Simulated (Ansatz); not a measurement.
A run of Ansatz (development build ahead of 0.2.0) on singlet NO(+) at this shape:

```xyz
2

N     0.0000    0.0000   -0.5201
O     0.0000    0.0000    0.4551
```

Its results:

```json
{
  "Converged": "yes",
  "Total energy": "-127.09016 hartree",
  "Spin squared of the determinant": "0.000"
}
```

(1) Which input gives this output? Name the method, the orbitals and the basis set, and write the input.

Results:

(1) RHF in STO-3G. An unrestricted run that stays on the closed shell gives the same numbers.

```yaml
crystal:
  periodic: [false, false, false]
  atoms:
    - { symbol: "N", position_ang: [0.0, 0.0, -0.52005] }
    - { symbol: O, position_ang: [0.0, 0.0, 0.45505] }
basis:
  gaussian: { orbitals: STO-3G }
total_charge: 1
hamiltonian:
  xc: hf
```

Caution: no unrestricted run beside it, a lower state can exist.
